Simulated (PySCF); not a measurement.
# ClH4: rigid scans about the minimum

Aim: map the energy of doublet ClH4 about its PBE0 minimum, with rigid distortions.

Computed with PySCF 2.14.0. Level: PBE0, basis Cl def2-TZVP, H def2-TZVP, no relativity, density fitting.

## Step 1: Where the work starts

5 atoms, charge 0, spin multiplicity 2.

Bond lengths: Cl1–H2 1.477 Å, Cl1–H3 1.477 Å, Cl1–H4 1.477 Å, Cl1–H5 1.477 Å. Angles: H2–Cl1–H3 90.0°, H2–Cl1–H4 180.0°, H2–Cl1–H5 90.0°, H3–Cl1–H4 90.0°, H3–Cl1–H5 180.0°, H4–Cl1–H5 90.0°.

```xyz
5
charge 0 multiplicity 2
Cl    0.0000    0.0000    0.0000
H     1.4769    0.0000    0.0000
H     0.0000    1.4769    0.0000
H    -1.4769    0.0000    0.0000
H     0.0000   -1.4769    0.0000
```

## Step 2: Breathing scan

One driver script runs all scans and calls PySCF for each point, on a (75, 302) grid.

Launch:

```sh
$ OMP_NUM_THREADS=2 python axn.py task.json out
```

A rigid scan with PBE0: all bonds to the central atom are scaled together. Each point starts from its neighbour's orbitals, and energies count from the minimum.

| scale of all bonds to the centre | energy (kJ/mol) | ⟨S²⟩ |
| --- | --- | --- |
| 0.88 | 106.2 | 0.75 |
| 0.92 | 42.3 | 0.75 |
| 0.96 | 9.5 | 0.75 |
| 1.00 | 0.0 | 0.76 |
| 1.04 | 7.8 | 0.76 |
| 1.08 | 28.3 | 0.76 |
| 1.14 | 75.3 | 0.76 |
| 1.22 | 155.8 | 0.77 |
| 1.35 | 300.6 | 0.79 |

The scan needed 14 s of wall time on 2 threads of Arm Neoverse N1, shared host.

## Step 3: Stretching one bond

A rigid scan with PBE0: the bond from Cl to the last atom (H) is scaled and the rest held.

| scale of one bond | energy (kJ/mol) | dipole size (D) | ⟨S²⟩ |
| --- | --- | --- | --- |
| 0.92 | 6.7 | 0.60 | 0.76 |
| 0.96 | 1.5 | 0.31 | 0.76 |
| 1.00 | 0.0 | 0.00 | 0.76 |
| 1.05 | 1.7 | 0.39 | 0.76 |
| 1.12 | 8.2 | 0.93 | 0.76 |
| 1.20 | 18.5 | 1.47 | 0.77 |
| 1.35 | 38.8 | 2.09 | 0.81 |
| 1.55 | 57.4 | 2.01 | 0.83 |
| 1.80 | 65.0 | 1.49 | 0.77 |
| 2.20 | 65.8 | 1.42 | 0.75 |

The scan took 21 s.

## Step 4: From tetrahedral to square planar

A rigid scan with PBE0: D2d path, angle between each bond and the S4 axis (54.74 tetrahedral, 90 square planar), bonds fixed.

| angle of the bonds to the S4 axis (°) | energy (kJ/mol) | dipole size (D) | ⟨S²⟩ |
| --- | --- | --- | --- |
| 45.0 | 409.9 | 0.54 | 1.63 |
| 50.0 | 596.1 | 0.00 | 0.75 |
| 54.7 | 632.8 | 0.00 | 0.76 |
| 60.0 | 480.4 | 0.00 | 0.76 |
| 66.0 | 318.6 | 0.00 | 0.76 |
| 72.0 | 183.2 | 0.00 | 0.76 |
| 78.0 | 82.5 | 0.00 | 0.76 |
| 84.0 | 20.8 | 0.00 | 0.76 |
| 90.0 | 0.0 | 0.00 | 0.76 |

The scan took 25 s.

Spin contamination is strong at some points.

## Step 5: What came out

| quantity | value |
| --- | --- |
| all bonds 4 % longer | 7.8 kJ/mol |
| one bond 20 % longer | 18.5 kJ/mol |

Shortening all bonds by 4 % costs 9.5 kJ/mol and lengthening them 7.8: the wall is steeper on the short side.
